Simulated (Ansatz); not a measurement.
# Al2Si+ (quartet): the correlation ladder, cc-pVTZ

How much of the correlation energy of Al2Si+ (quartet) does each wave-function method recover here?

The runs use Ansatz 0.2.0, Gaussian basis; cc-pVTZ, core rule «outside noble gas», up to 15 orbitals frozen.

The runs, in order: UHF; CCSD(T) on ROHF; CCSD(T) on UHF; BCCD(T) on ROHF; CCSDT(Q) on ROHF; CCSDT(Q) on UHF; CASSCF and MRCISD+Q, 9 electrons in 12 orbitals; CASSCF and NEVPT2, 9 electrons in 12 orbitals.

6 further runs of the same task are left out: 6 set aside as unsound or not needed.

**1. The geometry**

The geometry is a PBE0/def2-TZVP stationary point (not a proven minimum) of the parent state, kept for this charge and spin.

3 atoms, charge 1, spin multiplicity 4.

Atoms are counted from 1 here; the program's logs count them from 0.

Bond lengths: Al1–Si2 2.527 Å, Si2–Al3 2.527 Å. Angles: Al1–Si2–Al3 180.0°.

**2. UHF**

in.yaml reads:

```yaml
crystal:
  periodic: [false, false, false]
  atoms:
    - {symbol: Al, position_ang: [0.000000, 0.000000, 2.527200]}
    - {symbol: Si, position_ang: [0.000000, 0.000000, 0.000000]}
    - {symbol: Al, position_ang: [0.000000, 0.000000, -2.527200]}
basis:
  gaussian: {orbitals: cc-pVTZ}
total_charge: 1
magnetization: {spin_polarized: true, initial_magnetization: 3}
hamiltonian: {xc: hf}
output: {orbitals: {seedname: orbitals}}
```

Launch:

```sh
ansatz run in.yaml --threads 1 --pin off --events-out ev --progress --plain --max-ram 2816MiB --backend cpu
```

The runs that follow: CCSD(T) on ROHF; CCSD(T) on UHF; BCCD(T) on ROHF; CCSDT(Q) on ROHF; CCSDT(Q) on UHF; CASSCF and MRCISD+Q, 9 electrons in 12 orbitals; CASSCF and NEVPT2, 9 electrons in 12 orbitals.

Before running them: what should the planned runs give, taken together? Wanted: UCCSDT(Q) below the RHF energy; RMP2 from UCCSDT(Q); UMP2 from UCCSDT(Q); RCCSD from UCCSDT(Q); RCCSD(T) from UCCSDT(Q); UCCSD(T) from UCCSDT(Q); RCCSDT(Q) from UCCSDT(Q); NEVPT2 valence from UCCSDT(Q); MRCISD+Q valence from UCCSDT(Q).

As calculated:

| quantity | value |
| --- | --- |
| UCCSDT(Q) below the RHF energy | -5.9288 eV |
| RMP2 from UCCSDT(Q) | +128.7 kJ/mol |
| UMP2 from UCCSDT(Q) | +133.1 kJ/mol |
| RCCSD from UCCSDT(Q) | +40.7 kJ/mol |
| RCCSD(T) from UCCSDT(Q) | +8.4 kJ/mol |
| UCCSD(T) from UCCSDT(Q) | +8.5 kJ/mol |
| RCCSDT(Q) from UCCSDT(Q) | +0.3 kJ/mol |
| NEVPT2 valence from UCCSDT(Q) | +74.6 kJ/mol |
| MRCISD+Q valence from UCCSDT(Q) | +2.2 kJ/mol |
| levels within 1 kcal/mol (43 meV) | RCCSDT, UCCSDT, RCCSDT(Q), MRCISD+Q valence |
| T1 diagnostic | 0.032 |
| effectively unpaired electrons | 3.14 |

In words: RCCSD(T) misses by +8.4 kJ/mol, 1.5 % of the correlation energy. One determinant dominates. Of the multireference levels listed MRCISD+Q valence comes nearest in total energy (+2.2 kJ/mol), which doesn't show that its space is the better one. These misses are within one basis, not against nature; the frozen cores of restricted and unrestricted runs differ, which can shift their rows.
